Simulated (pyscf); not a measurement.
Optimised with ωB97X-D3(BJ)/def2-SVP in PySCF.

### Question
Estimate the classical barrier height and the reaction energy of `[F][SiH2][O][SiH3]` + `[FH]` + `[FH]` -> `[F][SiH2][F]` + `[OH][SiH3]` + `[FH]` at ωB97M-D3(BJ)/def2-TZVP. The step runs on the singlet surface, breaks O–Si, F–H, F–H and forms F–Si, H–O, F–H; take the separated reactants as zero.

### Answer
ΔE‡ = 1.1 kcal/mol, ΔE = -6.0 kcal/mol. Zero-point energy shifts the barrier by +2.6 kcal/mol. It is a multi-bond step, with an imaginary mode of 783i cm⁻¹. On the reactant side the descent ends in a bound adduct (not fully relaxed), 13.0 kcal/mol under the separated species and 14.1 kcal/mol under the saddle at ωB97X-D3(BJ)/def2-TZVP. On the product side the descent ends in an adduct with a O–Si contact, 0.3 kcal/mol under the separated species and 5.8 kcal/mol under the saddle at ωB97X-D3(BJ)/def2-TZVP. What is counted as broken (O–Si) persists as a longer contact in the product adduct; parting that adduct is a step of its own. This is the saddle that the search found; another between the same sides may lie lower.
